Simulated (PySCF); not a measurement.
Compound: C6H9 (charge +1).
Atom-mapped SMILES: `[CH3:1][C@H:2]1[CH+:3][CH:4]=[CH:5][CH2:6]1` (hydrogens: H7, H8, H9 on C1; H10 on C2; H11 on C3; H12 on C4; H13 on C5; H14, H15 on C6)

Structure used (PBE0-D3(BJ)/def2-SVP), in Å, numbered top down from 1:
```xyz
15
C6H9 angstrom
C      1.526    0.783   -1.660
C      0.077    0.855   -1.161
C     -0.764    1.866   -1.818
C     -1.992    1.359   -2.225
C     -2.016    0.011   -1.890
C     -0.764   -0.418   -1.265
H      2.034    1.749   -1.533
H      1.564    0.503   -2.722
H      2.078    0.031   -1.080
H      0.118    1.178   -0.095
H     -0.447    2.906   -1.955
H     -2.793    1.918   -2.711
H     -2.867   -0.657   -2.065
H     -0.952   -0.941   -0.308
H     -0.285   -1.194   -1.896
```

Computed with PySCF, PBE0-D3(BJ)/def2-SVP geometry optimisation, gas phase.

Take the most abundant isotopes and a rigid rotor. 

Problem. What are A, B and C (MHz)?

Solution. Ia = 72.29, Ib = 151.33, Ic = 202.88 u·Å²; 505379 MHz·u·Å²/I gives A = 6991, B = 3340, C = 2491 MHz.

Problem. Classify the top.

Solution. An asymmetric top. Ray's parameter κ = (2B − A − C)/(A − C) = -0.623; −1 is the prolate and +1 the oblate limit.

Problem. Is it planar, by Δ = Ic − Ia − Ib?

Solution. Not planar: Δ = Ic − Ia − Ib = -20.74 u·Å². For a rigid frame Δ = −2 Σ m c², so Σ m c² = 10.37 u·Å² lies off the ab plane: 6.04 from hydrogen and 4.32 from heavier atoms. The atom farthest from that plane is 1.49 Å away.

Problem. Give the other two planar moments, Paa and Pbb, and the rms extents of the mass along the axes.

Solution. Paa = Σ m a² = (Ib + Ic − Ia)/2 = 140.96 and Pbb = Σ m b² = (Ia + Ic − Ib)/2 = 61.93 u·Å². With the mass M = 81.07 u, the rms extents √(P/M) along a, b and c are 1.32, 0.87, 0.36 Å.

Problem. List the rotational levels J(Ka,Kc) to J = 5 (cm⁻¹).

Solution. Above 0(0,0):
J = 1: 1(0,1) 0.1945, 1(1,1) 0.3163, 1(1,0) 0.3446
J = 2: 2(0,2) 0.5791, 2(1,2) 0.6769, 2(1,1) 0.7619, 2(2,1) 1.1272, 2(2,0) 1.1316
J = 3: 3(0,3) 1.1457, 3(1,3) 1.2154, 3(1,2) 1.3848, 3(2,2) 1.7107, 3(2,1) 1.7320, 3(3,1) 2.3929, 3(3,0) 2.3933
J = 4: 4(0,4) 1.8849, 4(1,4) 1.9291, 4(1,3) 2.2092, 4(2,3) 2.4852, 4(2,2) 2.5451, 4(3,2) 3.1785, 4(3,1) 3.1815, 4(4,1) 4.1233, 4(4,0) 4.1233
J = 5: 5(0,5) 2.7901, 5(1,5) 2.8155, 5(1,4) 3.2286, 5(2,4) 3.4479, 5(2,3) 3.5748, 5(3,3) 4.1620, 5(3,2) 4.1736, 5(4,2) 5.1055, 5(4,1) 5.1058, 5(5,1) 6.3199, 5(5,0) 6.3199
Those of J = 1 are B + C, A + C and A + B.

Problem. Predict some low-J microwave lines.

Solution. The dipole components (about the centre of mass, as the species is charged) are |μa| = 1.34 D, |μb| = 0.13 D, |μc| = 0.26 D. The squared components, which scale the intensities, stand as 1.00 : 0.01 : 0.04 (a : b : c). Some lines, for components of 0.1 D or more:

```tsv
type	branch	J(Ka,Kc)	MHz	lower level (cm⁻¹)
a	Q	3(2,1) ← 3(2,2)	638	1.711
a	Q	2(1,1) ← 2(1,2)	2546	0.677
c	Q	2(1,2) ← 2(0,2)	2934	0.579
a	Q	3(1,2) ← 3(1,3)	5079	1.215
b	Q	2(1,1) ← 2(0,2)	5480	0.579
a	R	1(0,1) ← 0(0,0)	5831	0.000
b	R	1(1,1) ← 0(0,0)	9482	0.000
c	R	1(1,0) ← 0(0,0)	10330	0.000
b	Q	3(2,1) ← 3(1,2)	10407	1.385
b	Q	2(2,0) ← 2(1,1)	11084	0.762
a	R	2(0,2) ← 1(0,1)	11530	0.194
b	Q	3(2,2) ← 3(1,3)	14848	1.215
c	R	2(1,1) ← 1(0,1)	17010	0.194
c	Q	4(3,2) ← 4(2,2)	18987	2.545
b	Q	4(3,1) ← 4(2,2)	19076	2.545
b	Q	3(3,0) ← 3(2,1)	19828	1.732
a	R	4(0,4) ← 3(0,3)	22162	1.146
c	R	2(2,0) ← 1(1,0)	23594	0.345
c	R	3(1,2) ← 2(0,2)	24155	0.579
c	R	3(2,2) ← 2(1,2)	30991	0.677
c	R	4(3,2) ← 3(2,2)	44004	1.711
b	R	4(4,0) ← 3(3,1)	51877	2.393
```

Stationary, but not proved a minimum. Constants of a rigid frame at the computed geometry: no zero-point averaging, no centrifugal distortion. A rigid rotor knows nothing of internal rotation, which can split or shift real lines.

The run took 35 s wall on one thread of an Arm Neoverse V1, shared host with 32 logical CPUs at a one-minute load of 13, and the process peaked at 0.55 GiB of memory. This is the geometry optimisation.
